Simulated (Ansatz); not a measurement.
**CH2O (triplet): from Hartree-Fock to the top rungs, def2-TZVPP**

The task here is to estimate one member of a computed series from the others.

Method: def2-TZVPP, core rule «outside noble gas», up to 2 orbitals frozen; program: Ansatz 0.2.0, Gaussian basis.

Plan: UHF; ROHF; CCSD(T) on UHF.

2 further runs of the same task are left out: 2 set aside as unsound or not needed.

### The system

The geometry is a PBE0/def2-TZVP stationary point (not a proven minimum) of the parent state, kept for this charge and spin.

4 atoms, charge 0, spin multiplicity 3.

Atoms are counted from 1 here; the program's logs count them from 0.

Bond lengths: O1–C2 1.195 Å, C2–H3 1.109 Å, C2–H4 1.109 Å. Angles: O1–C2–H3 122.0°, O1–C2–H4 122.0°, H3–C2–H4 115.9°.

Set-up of the first run:

Contents of in.yaml:

```yaml
crystal:
  periodic: [false, false, false]
  atoms:
    - {symbol: O, position_ang: [0.000000, 0.000000, 0.597913]}
    - {symbol: C, position_ang: [0.000000, 0.000000, -0.597504]}
    - {symbol: H, position_ang: [0.000000, -0.940035, -1.185490]}
    - {symbol: H, position_ang: [0.000000, 0.940035, -1.185490]}
basis:
  gaussian: {orbitals: def2-TZVPP}
magnetization: {spin_polarized: true, initial_magnetization: 2}
hamiltonian: {xc: hf}
output: {orbitals: {seedname: orbitals}}
```

Started as:

```bash
> ansatz run in.yaml --threads 1 --pin off --events-out ev --progress --plain --max-ram 4096MiB --backend cpu
```

Among the steps run: UHF; ROHF; CCSD(T) on UHF.

One of the session's tables, all rows but one given; the rest of the session is left out.

It belongs to the step «Misses and costs». 

```
  method  from UCCSD(T) (kcal/mol)
    ROHF                   +245.29
     UHF                   +238.76
    UMP2                         ?
   UCCSD                     +7.97
UCCSD(T)                         0
```

Q: Estimate the row for UMP2 from the others.

**Answer.** from UCCSD(T) (kcal/mol): +25.43. In the column «from UCCSD(T) (kcal/mol)» it lies between UCCSD (+7.97) and UHF (+238.76).
